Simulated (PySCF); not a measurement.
# C3H6S (Thiirane, methyl-): the cost of one run

Computed with PySCF 2.14.0, with density-fitted response routines of our own, on a single molecule in the gas phase. Atoms count from 0, in the outputs and in this text.

## 1. Starting geometry

10 atoms, charge 0, multiplicity 1; geometry from: MMFF94s.

Bonds of the start (Å): C0–C1 1.49, C1–C2 1.50, C2–S3 1.73, S3–C1 1.72, C0–H4 1.10, C0–H5 1.09, C0–H6 1.10, C1–H7 1.08, C2–H8 1.08, C2–H9 1.08.

## 2. Relaxing the molecule at PBE0-D3(BJ)/def2-SVP

The job: settings as JSON, then the geometry in Å.

```
{"job": {"xc": "PBE0", "basis": "def2-SVP", "d3": "d3bj", "grid": 1, "kind": "geom"}, "charge": 0, "multiplicity": 1}
C      1.204910    -0.164177     0.269103
C     -0.018600     0.423444    -0.345118
C     -1.360153    -0.209741    -0.125653
S     -1.099804     1.302825     0.669823
H      1.012031    -0.626624     1.243620
H      1.615289    -0.936596    -0.389610
H      1.973355     0.604764     0.401512
H      0.185387     0.870316    -1.310486
H     -1.437182    -1.071388     0.525362
H     -2.075233    -0.192822    -0.938553
```

Run with:

```console
$ OMP_NUM_THREADS=1 python probes_run.py task.json out
```

This one command runs all jobs of the session in turn.

Q: Estimate the wall time and peak memory of this first job on 1 thread of Intel Xeon Platinum 8375C at 2.90GHz, shared host.

About 18 s, with a peak of 0.39 GiB.
